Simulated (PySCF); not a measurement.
F2O2S.
Geometry (GFN2-xTB, Å), atoms numbered from 1 in this order:
```
atom  x, y, z in Å
O1    -0.2383   -1.1049   -0.9766
S2    -0.0639   -0.1609    0.0428
O3    -0.3608   -0.3767    1.3940
F4    -0.7443    1.2117   -0.4131
F5     1.4159    0.4336   -0.0642
```

Computed, not measured: PySCF, TDDFT wB97X-D/def2-SVPD, vertical, gas phase, core orbitals frozen in the response.

Ground-to-excited transition dipoles (e·a0, same axes as the geometry; the sign carries no meaning), for the states with f of 0.002 or more among the lowest 6:

```csv
state,E (eV),μx,μy,μz
S4,9.585,0.286,-0.103,0.046
S5,9.734,-0.011,0.067,0.218
S6,10.134,0.179,0.440,-0.126
```

**Question.** What oscillator strength does each state have?

**Answer.** f = (2/3) ΔE |μ|² with ΔE in hartree (27.2114 eV).

```csv
state,|μ|² (au),|μ| (D),f
S4,0.095,0.78,0.022
S5,0.052,0.58,0.012
S6,0.241,1.25,0.060
```

**Question.** Label these states by symmetry in C2v.

**Answer.** Polarised along the twofold axis, so A1: S6. Polarised across the twofold axis, so B1 or B2: S4 and S5. Which of B1 and B2 hangs on the choice of axes; S4 takes one label and S5 the other.

**Question.** What angle do the transition dipoles of S4 and S5 make?

**Answer.** |cos θ| = |μa·μb| / (|μa| |μb|) = 0.00, so θ ≈ 90° (taken between 0 and 90°, since the signs are arbitrary).

**Question.** What peak molar absorption coefficient would the strongest computed level give as a lone Gaussian band 0.3 eV wide at half height?

**Answer.** ε(max) = 2.175×10⁸ f / FWHM, with the width in cm⁻¹. S6: 2.175×10⁸ × 0.0599 / 2420 ≈ 5400 L mol⁻¹ cm⁻¹.

Hardware: an x86-64 server with one thread, shared host. Cost: 7.8 s wall.
